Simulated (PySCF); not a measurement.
Gas-phase reaction: 2 SiS + N2 ⇌ 2 S + 2 SiN

Energies from PySCF, thermal terms from the rigid-rotor harmonic-oscillator model, ideal gas at 1 bar. 'Table' is the NASA 1993 thermochemical table (part measured, part estimated). After a fit of one offset per element over all species, the range-separated, M06-2X, PBE0/def2-QZVP and CCSD(T)/def2-TZVPP enthalpies, where run, lie to one side of the table for SiN (+118 kJ/mol): a fault of the table's entry, another state or a shared error of the levels is possible; this was not checked at source. 6-31G* has spherical d functions here. Open shells (unrestricted): S (multiplicity 3), SiN (multiplicity 2); the rest are closed-shell singlets. Spin-orbit splitting is ignored; it lowers the true energy and changes the entropy of S. B3LYP is the form with VWN-RPA correlation. For this reaction the table lies outside the span of B3LYP, M06-2X, PBE0, r2SCAN, ωB97M-V, ωB97X-V in their largest bases here; which side is off was not settled. The table's entry may be an old estimate for SiS, SiN (not checked at source).

B3LYP/6-31G* gives ΔH°(298 K) = 1221.8 kJ.

Problem. What does PBE0/def2-TZVP give, and where does the table lie?

Solution. PBE0/def2-TZVP: 1271.8 kJ. Table: 1086.8 kJ.
